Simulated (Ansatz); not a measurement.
```yaml
crystal:
  periodic: [false, false, false]
  atoms:
    - {symbol: Ga, position_ang: [0.000000, 0.000000, 0.000000]}
    - {symbol: Be, position_ang: [0.000000, 0.000000, 2.064600]}
basis:
  gaussian: {orbitals: def2-TZVP}
total_charge: 1
magnetization: {spin_polarized: true, initial_magnetization: 2}
hamiltonian: {xc: pbe0}
relax: {f_tol: 0.004, max_steps: 80}
```

```sh
$ ansatz run in.yaml --threads 1 --pin off --events-out ev --progress --plain --max-ram 2176MiB
```

Steps of the relaxation (energy above the last step; positions in Å, forces in eV/Å):

```
2
step 1, 275.5 meV
Ga    0.000    0.000    0.000    0.000    0.000   -1.627
Be    0.000    0.000    2.065    0.000    0.000    1.627
```

```
2
step 2, 162.8 meV
Ga    0.000    0.000   -0.052    0.000    0.000   -0.619
Be    0.000    0.000    2.116    0.000    0.000    0.619
```

```
2
step 3, 135.6 meV
Ga    0.000    0.000   -0.092    0.000    0.000   -0.139
Be    0.000    0.000    2.157    0.000    0.000    0.139
```

```
2
step 6, 42.3 meV
Ga    0.000    0.000   -0.206    0.000    0.000   -0.472
Be    0.000    0.000    2.271    0.000    0.000    0.472
```

```
2
step 8, 3.6 meV
Ga    0.000    0.000   -0.348    0.000    0.000    0.091
Be    0.000    0.000    2.413    0.000    0.000   -0.091
```

```
2
step 10, 0.0 meV
Ga    0.000    0.000   -0.314    0.000    0.000    0.009
Be    0.000    0.000    2.379    0.000    0.000   -0.009
```

```
2
step 11, 0.0 meV
Ga    0.000    0.000   -0.311    0.000    0.000    0.000
Be    0.000    0.000    2.376    0.000    0.000    0.000
```

Close pairs at the end: Ga1–Be2 2.686 Å.

A stationary point of unrestricted PBE0 after 11 steps, with ⟨S²⟩ = 2.007 against 2.00 for a pure state. 29 s on 1 thread of Intel Xeon Platinum 8488C, shared host.
